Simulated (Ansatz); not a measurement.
`OPO` at its PBE0-D4/def2-TZVP geometry, where that method's forces vanish. Total charge 0; spin multiplicity 1.

```xyz
6

O     1.0739    0.6462   -0.1088
P    -0.5282    0.4167   -0.4142
O    -1.0147   -0.5986    0.7667
H     1.2142    1.4790    0.3497
H    -0.2609   -0.5443   -1.4358
H    -0.4843   -1.3991    0.8424
```

**Question.** What forces (eV/Å) does ωB97M-V/def2-TZVPP give on these atoms in Ansatz 0.2.0? (Best estimate.)

**Answer.** The calculation gave: 
```
O1   0.068  0.054  0.062
P2  -0.053  0.007 -0.207
O3   0.042 -0.134  0.064
H4   0.009 -0.052 -0.028
H5  -0.024  0.072  0.108
H6  -0.043  0.053  0.002
```
